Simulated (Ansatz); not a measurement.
CH2, SMILES `[CH2]` (triplet). The species carries charge 0 and has multiplicity 3. The structure was optimised at the PBE0-D4/def2-TZVP level.

```xyz
3

C     0.262   -0.084    0.019
H    -0.198   -0.371   -0.914
H    -0.064    0.454    0.895
```

**Question.** What is the dipole moment at B3LYP/def2-TZVPP? (Best estimate.)

**Answer.** The calculation gave: 0.64 D, with components (-0.61, 0.19, -0.04) D in this frame, pointing from negative to positive charge.

**Question.** And with PBE, r2SCAN, ωB97M-V? (Best estimate.)

**Answer.** Computed: PBE 0.63 D, r2SCAN 0.59 D, ωB97M-V 0.65 D.

**Question.** Give the Mulliken charges with B3LYP, PBE, ωB97M-V in def2-TZVPP. (Estimate.)

**Answer.** The calculation gave: 
```csv
atom,B3LYP,PBE,ωB97M-V
C1,-0.29,-0.27,-0.29
H2,0.14,0.13,0.15
H3,0.14,0.13,0.15
```

B3LYP here is the variant with VWN-RPA as its local correlation; programs differ in this.
